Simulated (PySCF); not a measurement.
**Basis-set dependence of population analyses: butyrate**

Compound: butyrate, C₄H₇O₂ (charge -1).
SMILES with atom numbers: `[CH3:1][CH2:2][CH2:3][C:4](=[O:5])[O-:6]` (hydrogens: H7, H8, H9 on C1; H10, H11 on C2; H12, H13 on C3)

PBE0 throughout (PySCF), one geometry, spherical d and f functions. Isolated species at its PBE0-D3(BJ)/def2-SVP geometry (one conformer only). Atoms taken as equivalent share a column and are averaged. The first 7 of 8 kinds of atom are listed.

Mulliken charges (e):

```
        basis  functions      C1      C2      C3      C4   O5/O6  H7/H8/H9  H10/H11
       STO-3G         37  -0.230  -0.136  -0.183  +0.112  -0.442    +0.062   +0.046
        6-31G         68  -0.485  -0.280  -0.386  +0.455  -0.607    +0.141   +0.122
       6-31G*         98  -0.516  -0.281  -0.417  +0.528  -0.624    +0.148   +0.123
     def2-SVP        119  -0.076  -0.037  -0.125  +0.129  -0.443    +0.012   -0.011
6-311+G(2d,p)        204  -0.531  -0.213  -0.109  +0.317  -0.637    +0.131   +0.107
    def2-TZVP        228  -0.386  -0.064  -0.246  +0.234  -0.518    +0.096   +0.051
```

IAO charges (e):

| basis | functions | C1 | C2 | C3 | C4 | O5/O6 | H7/H8/H9 | H10/H11 |
| --- | --- | --- | --- | --- | --- | --- | --- | --- |
| STO-3G | 37 | -0.389 | -0.254 | -0.334 | +0.161 | -0.470 | +0.120 | +0.107 |
| 6-31G | 68 | -0.428 | -0.249 | -0.340 | +0.439 | -0.641 | +0.130 | +0.116 |
| 6-31G* | 98 | -0.406 | -0.236 | -0.329 | +0.501 | -0.665 | +0.122 | +0.108 |
| def2-SVP | 119 | -0.395 | -0.231 | -0.326 | +0.489 | -0.659 | +0.118 | +0.105 |
| 6-311+G(2d,p) | 204 | -0.421 | -0.246 | -0.341 | +0.518 | -0.684 | +0.128 | +0.115 |
| def2-TZVP | 228 | -0.421 | -0.245 | -0.342 | +0.520 | -0.682 | +0.128 | +0.115 |

Hirshfeld charges (e):

```json
{"basis": "STO-3G", "functions": "37", "C1": "-0.050", "C2": "-0.020", "C3": "-0.080", "C4": "+0.042", "O5/O6": "-0.421", "H7/H8/H9": "+0.003", "H10/H11": "-0.008"}
{"basis": "6-31G", "functions": "68", "C1": "-0.115", "C2": "-0.067", "C3": "-0.094", "C4": "+0.106", "O5/O6": "-0.452", "H7/H8/H9": "+0.015", "H10/H11": "+0.007"}
{"basis": "6-31G*", "functions": "98", "C1": "-0.116", "C2": "-0.070", "C3": "-0.093", "C4": "+0.103", "O5/O6": "-0.448", "H7/H8/H9": "+0.015", "H10/H11": "+0.007"}
{"basis": "def2-SVP", "functions": "119", "C1": "-0.129", "C2": "-0.080", "C3": "-0.108", "C4": "+0.103", "O5/O6": "-0.434", "H7/H8/H9": "+0.017", "H10/H11": "+0.009"}
{"basis": "6-311+G(2d,p)", "functions": "204", "C1": "-0.135", "C2": "-0.092", "C3": "-0.115", "C4": "+0.088", "O5/O6": "-0.433", "H7/H8/H9": "+0.020", "H10/H11": "+0.015"}
{"basis": "def2-TZVP", "functions": "228", "C1": "-0.137", "C2": "-0.090", "C3": "-0.114", "C4": "+0.096", "O5/O6": "-0.434", "H7/H8/H9": "+0.020", "H10/H11": "+0.013"}
```

Some averages cover members that differ in this geometry, most widely: H7/H8/H9, Mulliken in 6-31G +0.102 to +0.208; H7/H8/H9, Mulliken in 6-31G* +0.111 to +0.211; H7/H8/H9, Mulliken in 6-311+G(2d,p) +0.095 to +0.190; H7/H8/H9, Mulliken in def2-TZVP +0.066 to +0.155 e.

Task: Which scheme is steadiest as the basis changes?

Result: Largest range over the bases for any column: Hirshfeld 0.09 e, IAO 0.36 e, Mulliken 0.46 e. Hirshfeld charges move least and Mulliken charges most, counted in e. Without the minimal STO-3G basis the ranges are Hirshfeld 0.02, IAO 0.08, Mulliken 0.46 e.

Task: How much do the charges still move between the two largest bases, 6-311+G(2d,p) and def2-TZVP?

Result: At most, over all atoms: Mulliken 0.150 e, IAO 0.004 e, Hirshfeld 0.008 e.

Task: What do the same runs give for the total energy and the frontier levels?

Result: 
```json
{"basis": "STO-3G", "energy (Eh)": "-302.6673", "HOMO (eV)": "5.59", "LUMO (eV)": "13.56"}
{"basis": "6-31G", "energy (Eh)": "-306.6897", "HOMO (eV)": "-0.58", "LUMO (eV)": "6.97"}
{"basis": "6-31G*", "energy (Eh)": "-306.7784", "HOMO (eV)": "-0.44", "LUMO (eV)": "7.07"}
{"basis": "def2-SVP", "energy (Eh)": "-306.5639", "HOMO (eV)": "-0.66", "LUMO (eV)": "5.80"}
{"basis": "6-311+G(2d,p)", "energy (Eh)": "-306.8983", "HOMO (eV)": "-1.43", "LUMO (eV)": "3.46"}
{"basis": "def2-TZVP", "energy (Eh)": "-306.9197", "HOMO (eV)": "-1.23", "LUMO (eV)": "4.96"}
```

Where the HOMO energy of this anion is positive, the outermost electrons may be held by the finite basis alone.
